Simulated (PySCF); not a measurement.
CH3O, SMILES [CH2]O, multiplicity 2. Atoms are numbered in the order given.

```xyz
5

C     -0.6398     0.2295     0.1011
O      0.5984    -0.3200    -0.0623
H     -1.4477    -0.4706    -0.0414
H     -0.7726     1.2891    -0.0744
H      1.2722     0.3647     0.0076
```
Charge 0, spin multiplicity 2.

Coordinates come from a B3LYP-D3(BJ)/def2-TZVP optimisation. The isomer is the one that the SMILES or the coordinates give; other isomers of the formula were not compared.

Level of theory: PySCF with B3LYP/def2-TZVPD.

Mulliken values depend strongly on the basis, most of all with diffuse functions as here. ESP charges are fitted to the potential on shells at 1.4 to 2.0 van der Waals radii. Atomic charges (e):

| atom | Mulliken | meta-Löwdin | ESP fit | Mulliken spin |
|---|---|---|---|---|
| C1 | -0.30 | -0.14 | -0.40 | 0.89 |
| O2 | -0.42 | -0.44 | -0.39 | 0.13 |
| H3 | 0.21 | 0.12 | 0.22 | -0.01 |
| H4 | 0.20 | 0.10 | 0.16 | -0.01 |
| H5 | 0.31 | 0.35 | 0.41 | -0.01 |
